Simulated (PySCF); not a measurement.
Gas-phase reaction: 3 H3SiNH2 + 3 Si = c-Si3H6 + 3 HSiNH2

Method: PySCF energies plus ideal-gas RRHO corrections (1 bar). † marks an energy on the PBE0/def2-TZVP geometry and frequencies; other levels use their own. MP2 freezes the core. 6-31G* has spherical d functions here. Open shells (unrestricted): Si (multiplicity 3, electronic degeneracy 9); the rest are closed-shell singlets. Spin-orbit splitting is ignored; it lowers the true energy and changes the entropy of Si. B3LYP is the form with VWN-RPA correlation. H3SiNH2, c-Si3H6, HSiNH2: computed as isolated molecules; such fragments, hydroxides, amides, oligomers or adducts are transient or little studied in the gas. MP2 isn't extrapolated to the basis-set limit; its ΔH°(298 K) is -540.5 kJ in def2-SVP and -577.4 kJ in def2-TZVPP. The harmonic model lacks anharmonicity and excited electronic states, which grow with temperature; levels with a mode under 35 cm⁻¹ are left out. Internal rotation in H3SiNH2, HSiNH2 is treated as a harmonic vibration of one conformer, which makes the entropy rough.

```json
[
 {"level": "B3LYP/def2-TZVP†", "ΔE electronic, kJ": "-598", "ΔH°(298 K), kJ": "-607", "ΔS°(298 K), J/K": "-255", "ΔG°(1800 K), kJ": "-147"},
 {"level": "HF/6-31G*", "ΔE electronic, kJ": "-256", "ΔH°(298 K), kJ": "-264", "ΔS°(298 K), J/K": "-265", "ΔG°(1800 K), kJ": "215"},
 {"level": "MP2/def2-SVP†", "ΔE electronic, kJ": "-531", "ΔH°(298 K), kJ": "-540", "ΔS°(298 K), J/K": "-255", "ΔG°(1800 K), kJ": "-81"},
 {"level": "PBE0/def2-TZVP", "ΔE electronic, kJ": "-629", "ΔH°(298 K), kJ": "-639", "ΔS°(298 K), J/K": "-255", "ΔG°(1800 K), kJ": "-179"},
 {"level": "ωB97X-V/def2-TZVP†", "ΔE electronic, kJ": "-644", "ΔH°(298 K), kJ": "-653", "ΔS°(298 K), J/K": "-255", "ΔG°(1800 K), kJ": "-193"}
]
```
ΔH° is lowest at ωB97X-V/def2-TZVP† and highest at HF/6-31G*. No reference value is set beside these.
